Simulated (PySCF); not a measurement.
# C3H6OS: the cost of one run

Programs: PySCF 2.14.0, with density-fitted response routines of our own. Each step states its level of theory. These are calculated values for one molecule in the gas phase, unless marked as measured. Atoms count from 0, in the outputs and in this text.

## 1. The starting structure

11 atoms, charge 0, multiplicity 1; geometry from: MMFF94s. The atoms were then displaced at random by about 0.03 Å, so the start is not that level's minimum.

Bonds of the start (Å): C0–C1 1.25, C1–S2 1.77, S2–C3 1.92, S2–O4 1.49, C0–H5 1.19, C0–H6 1.07, C1–H7 1.07, C3–H8 1.07, C3–H9 0.98, C3–H10 1.13.

## 2. Optimising the geometry at PBE0-D3(BJ)/def2-SVP

Job settings and geometry (Å):

```
{"job": {"xc": "PBE0", "basis": "def2-SVP", "d3": "d3bj", "grid": 1, "shake": 0.03, "kind": "geom"}, "charge": 0, "multiplicity": 1}
C     -2.020720     0.043120     0.024210
C     -0.869270    -0.170230     0.456120
S      0.425160     0.957930     0.042080
C      1.915850    -0.253040     0.050640
O      0.252120     1.390080    -1.378250
H     -2.296130     1.007940    -0.609880
H     -2.888460    -0.540560     0.237170
H     -0.648580    -1.024430     1.056610
H      1.585200    -1.037880    -0.596790
H      2.736260     0.229740    -0.201130
H      1.906630    -0.688160     1.089840
```

Started as:

```
$ OMP_NUM_THREADS=1 python probes_run.py task.json out
```

This one command runs all jobs of the session in turn.

Q: Estimate the wall time and peak memory of this first job on 1 thread of Intel Xeon Platinum 8488C, shared host.

About 30 s, with a peak of 0.43 GiB.
